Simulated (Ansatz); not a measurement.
System (SMILES): [NH2] (NH2), doublet.
Atoms: N1, H2, H3. Bonds: N1-H2, N1-H3.

Basis-set convergence of the highest harmonic wavenumber at MP2 with Ansatz (an electronic-structure program). Each level at its own minimum, finite differences of forces, unscaled; the reference is a large set that could be run, not a limit. All functions are spherical. Cores are frozen. Core-valence sets carry the plain set on hydrogen. Open shells are unrestricted. No added dispersion term, no relativity. Reference: the value in def2-QZVPPD, 3565 cm⁻¹, itself unsure by roughly 5 cm⁻¹ (its mean distance from pcseg-3, def2-QZVPP, cc-pVQZ). Deviations are taken from unrounded values.

```
basis        functions  highest harmonic wavenumber (cm⁻¹)  minus reference (cm⁻¹)
-----------  ---------  ----------------------------------  ----------------------
pcseg-0             13                                3304                    -262
def2-SV(P)          18                                3496                     -70
6-311+G**           34                                3558                      -7
aug-cc-pVDZ         41                                3523                     -43
def2-TZVPD          55                                3522                     -43
pcseg-2             58                                3569                       3
cc-pCVTZ            71                                3548                     -18
def2-QZVPP         117                                3567                       1
pcseg-3            126                                3554                     -11
```
